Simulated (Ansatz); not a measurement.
BF4− (`F[B-](F)(F)F`), relaxed with RKS PBE0-D4/def2-TZVPD in Ansatz from a GFN2-xTB geometry. The force threshold is 0.005 eV/Å; the program also tests the step.

Charge -1, multiplicity 1.

Start:

```xyz
5

F     0.102   -0.325    1.347
B     0.000    0.000    0.001
F    -1.337   -0.013   -0.380
F     0.530    1.267   -0.212
F     0.705   -0.929   -0.755
```

```tsv
step	energy (eV)	largest force (eV/Å)	largest move (Å)
1	-11546.2776	0.709	0.000
2	-11546.2953	0.298	0.009
3	-11546.2991	0.012	0.007
4	-11546.2991	0.003	0.000
```

End:

```xyz
5

F     0.103   -0.329    1.363
B     0.000    0.000    0.000
F    -1.352   -0.013   -0.384
F     0.536    1.282   -0.215
F     0.713   -0.940   -0.764
```

Hardware: 2 threads of a server CPU on a shared host. Wall time 17 s, peak host memory 0.38 GiB.
